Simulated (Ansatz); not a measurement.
**CF$_{2}$, triplet: reading a ladder of total energies**

Geometry: displaced at random from a stationary point.

```xyz
3

C     0.0962   -0.4950   -0.0057
F    -0.0687    0.1727   -1.1245
F     0.0079    0.1402    1.1281
```

Basis cc-pVDZ; Ansatz 0.2.0. Only valence electrons are correlated (noble-gas cores frozen), which leaves 18 electrons in 39 orbitals. Prefix R: restricted or restricted open-shell reference; prefix U: unrestricted.

Full CI isn't at hand for all of this; UCCSDT(Q) serves as the reference, and is uncertain by about the last step of the cluster series.

Runs differ by some tens of microhartree through their thresholds and, for an open shell, their frozen cores, so steps under 0.03 kcal/mol mean nothing.

| level | total energy (hartree) |
| --- | --- |
| UHF | -236.621775 |
| UMP2 | -237.073722 |
| UCCSD | -237.086239 |
| UCCSD(T) | -237.095275 |
| UCCSDT | -237.096004 |
| UCCSDT(Q) | -237.096989 |

What is the correlation energy at UCCSDT(Q), and what share of it do UMP2 and UCCSDT recover?

E(corr) = -237.096989 − (-236.621775) = -0.475214 hartree = -12.931 eV. UMP2: -0.451947 / -0.475214 = 95.10 %. UCCSDT: -0.474229 / -0.475214 = 99.79 %.

By how many kcal/mol does UCCSD(T) miss UCCSDT(Q) (1 hartree = 627.509 kcal/mol), and which steps make up the rest?

-237.095275 − (-237.096989) = 0.001714 hartree = 1.08 kcal/mol. Steps: UCCSDT − UCCSD(T) = -0.46, UCCSDT(Q) − UCCSDT = -0.62 kcal/mol. Differences between like states or geometries often cancel part of this.
